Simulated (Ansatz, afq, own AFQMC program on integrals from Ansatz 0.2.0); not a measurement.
# Where AFQMC and coupled cluster stand for Al2H2, triplet

```yaml
atoms:
  - { symbol: Al, position_ang: [0.0000, -0.1535, 1.3084] }
  - { symbol: Al, position_ang: [0.0000, 0.1535, -1.3084] }
  - { symbol: H, position_ang: [0.0000, 1.1439, 2.2825] }
  - { symbol: H, position_ang: [0.0000, -1.1439, -2.2825] }
```

Connectivity, by distances: AlH–AlH.

Basis 6-31G. Only valence electrons are correlated. AFQMC by an in-house program on the Cholesky factors that Ansatz 0.2.0 writes for its CCSD(T) run. ph-AFQMC/CISD is guided by a CISD state made of CCSD amplitudes; releasing the constraint for a short imaginary time cuts its bias at the price of noise, slowly where states lie close. Uncertainties: one standard error, sampling alone.

Determinant: ROHF, the one that the program's search chose, which needn't be the lowest solution. The geometry is a PBE0/def2-TZVP stationary point of this or a neighbouring charge and spin state.

Full CI on the same integrals is exact in this basis and with this determinant's frozen core.

Cautions: another spin lies lower (by 642 meV); a spin-contaminated unrestricted determinant lies lower (UHF 243 meV lower, ⟨S²⟩ 2.11); the search met a lower determinant of the same kind, perhaps of another symmetry (192 meV lower), and this one is a saddle point; the released energies are still falling, so no released level is given (meV from the phaseless value at times in 1/Eh: 2 ± 6 at 0.24, 2 ± 5 at 0.51, -5 ± 4 at 0.99, -12 ± 4 at 1.62, -14 ± 4 at 2.40), though the last usable value meets full CI within the noise; the ph-AFQMC/CISD walk drifts between its halves (2.8 errors).

* T1 diagnostic: 0.0289
* weight of the determinant in the CISD state: 0.887
* size of the correlated space: 8 electrons in 20 orbitals

Reference: full CI, correlation energy -2.641 eV.

```
        level  E − E(reference) (kJ/mol)  share of correlation (%)
           HF                      254.8                      0.00
          MP2                       78.2                     69.30
         CCSD                       10.8                     95.75
      CCSD(T)                        4.0                     98.42
        CCSDT                        0.7                     99.71
     CCSDT(Q)                        0.2                     99.91
ph-AFQMC/CISD                  1.5 ± 0.6                     99.40
```

CCSDT and higher add their correlation energy to the determinant of the CCSD(T) run, since their own runs factorise the integrals more tightly (a shift of under 2 meV). A walk keeps the symmetry of its determinant, which the program's search chose and which needn't be the lowest solution, so a lower state of the same spin and another symmetry isn't excluded.
